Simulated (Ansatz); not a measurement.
Results of PBEsol in Ansatz (plane waves, PAW) for hcp Hf.

Numerical settings: plane-wave cutoff 520 eV, 18×18×8 k mesh (along the axes of the cell as run), Fermi–Dirac smearing 0.1 eV, perturbation theory, scalar-relativistic PAW data made under PBE.

Computed at the level's own relaxed cell.

Harmonic phonon frequencies (cm⁻¹; i marks an imaginary mode):

| q point | frequencies |
|---|---|
| Γ | 0 0 0 75 75 109 |
| M | [?] |
| K | 102 102 112 112 114 156 |

Question: What belongs in the gaps?

Answer: 
- M, frequencies: 63 71 121 123 130 137

No imaginary mode appears at these points.

Ansatz is a program for electronic structure.
